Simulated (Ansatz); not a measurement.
# SiH3S− (SMILES [SiH3][S-]): single points off equilibrium

An exercise on one series of results from a longer session: the logs are not shown, and one member is left open.

The runs use Ansatz 0.2.0, Gaussian basis; single points in def2-TZVPPD.

Correlated methods freeze the cores.

## The starting structure

SMILES `[SiH3][S-]`, 5 atoms, charge -1, spin multiplicity 1.

Atoms are counted from 1 here; the program's logs count them from 0.

Bond lengths: Si1–S2 2.033 Å, Si1–H3 1.523 Å, Si1–H4 1.446 Å, Si1–H5 1.480 Å. Angles: S2–Si1–H3 110.7°, S2–Si1–H4 115.0°, S2–Si1–H5 113.1°, H3–Si1–H4 107.4°, H3–Si1–H5 104.7°, H4–Si1–H5 105.1°.

Geometry (Å):

```xyz
5
H3SSi
Si   -0.0309   -0.0074   -0.0321
S     1.9435   -0.3842    0.2694
H    -0.8763   -0.6642    1.0512
H    -0.5488   -0.4435   -1.3101
H    -0.3668    1.4319    0.0495
```

Set-up of the first run:

File run/in.yaml:

```yaml
crystal:
  periodic: [false, false, false]
  atoms:
    - {symbol: Si, position_ang: [-0.030900, -0.007400, -0.032100]}
    - {symbol: S, position_ang: [1.943500, -0.384200, 0.269400]}
    - {symbol: H, position_ang: [-0.876300, -0.664200, 1.051200]}
    - {symbol: H, position_ang: [-0.548800, -0.443500, -1.310100]}
    - {symbol: H, position_ang: [-0.366800, 1.431900, 0.049500]}
basis:
  gaussian: {orbitals: "def2-TZVPPD.json"}
total_charge: -1
correlation: {method: ccsd_t}
output: {forces: true}
```

The basis file named in the input lies beside it (Basis Set Exchange, JSON).

The command line of these runs was not kept.

Steps of the session up to this table: CCSD(T)/def2-TZVPPD; PBE0-D4/def2-TZVPPD; wB97M-V/def2-TZVPPD; r2SCAN-D4/def2-TZVPPD; PBE-D4/def2-TZVPPD; HSE06-D4/def2-TZVPPD; LC-wPBE/def2-TZVPPD.

One of the session's tables, all rows but one given; the rest of the session is left out.

```
   method  RMS force component (eV/Å)  angle to CCSD(T) forces (°)
  CCSD(T)                       0.517                    reference
  PBE0-D4                       0.544                         10.3
  wB97M-V                       0.497                          7.1
r2SCAN-D4                       0.542                          9.3
   PBE-D4                           ?                            ?
 HSE06-D4                       0.545                          9.9
  LC-wPBE                       0.544                         18.6
```

Estimate the missing values for PBE-D4.

As computed: RMS force component (eV/Å): 0.583; angle to CCSD(T) forces (°): 10.8. In the column «RMS force component (eV/Å)» it is the highest.
